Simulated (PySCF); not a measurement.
2,3-pentadiene, C5H8, SMILES CC=C=CC, point group C2.

Level: PBE0/pcSseg-1 in PySCF (density fitting, grid level 2); geometry and Hessian at that level, cubic constants and property derivatives from steps of ±0.6 along each species' dimensionless normal coordinates, second-order vibrational perturbation theory. The parent has the commonest isotopes.

Equilibrium geometry (Å):

| atom | x | y | z |
| --- | --- | --- | --- |
| C1 | -2.3454 | -0.2234 | 0.2161 |
| C2 | -1.2086 | 0.7226 | -0.0327 |
| C3 | 0.0466 | 0.4806 | 0.2298 |
| C4 | 1.3019 | 0.2382 | 0.4920 |
| C5 | 2.2818 | -0.3856 | -0.4566 |
| H6 | -2.8759 | -0.4502 | -0.7174 |
| H7 | -1.9945 | -1.1642 | 0.6495 |
| H8 | -3.0779 | 0.2201 | 0.9025 |
| H9 | -1.4590 | 1.6944 | -0.4671 |
| H10 | 1.6770 | 0.5132 | 1.4817 |
| H11 | 1.8128 | -0.6248 | -1.4151 |
| H12 | 3.1255 | 0.2905 | -0.6450 |
| H13 | 2.6982 | -1.3097 | -0.0360 |

Task: Give the equilibrium and ground-state rotational constants (MHz) of parent; ²H at 8.

Result: 
| species | Ae | Be | Ce | A0 | B0 | C0 | Δ0 (u Å²) | harmonic ZPE (cm⁻¹) |
| --- | --- | --- | --- | --- | --- | --- | --- | --- |
| parent | 17529 | 2233.7 | 2161.3 | 17415 | 2226 | 2152.3 | -21.248 | 24715 |
| ²H at 8 | 17308 | 2137.9 | 2074.3 | 17200 | 2130.3 | 2065.5 | -21.937 | 24026 |

Δ0 = Ic − Ia − Ib from the ground-state constants.

Task: How is the parent's vibrational correction B0 − Be made up?

Result: 
| axis | harmonic | Coriolis | cubic | total (MHz) |
| --- | --- | --- | --- | --- |
| a | 73.6 | -104 | -83.7 | -114 |
| b | 2.21 | -1.83 | -8.1 | -7.71 |
| c | 1.49 | -1.79 | -8.63 | -8.93 |

Task: And its quartic centrifugal distortion constants from the harmonic force field?

Result: Asymmetric top, A reduction, Ir representation: ΔJ = 0.653 kHz, ΔJK = -18.7 kHz, ΔK = 292 kHz, δJ = 0.0817 kHz, δK = 4.19 kHz.

A mode lies under 250 cm⁻¹, where this perturbation treatment is rough. Internal rotors are held in one well.
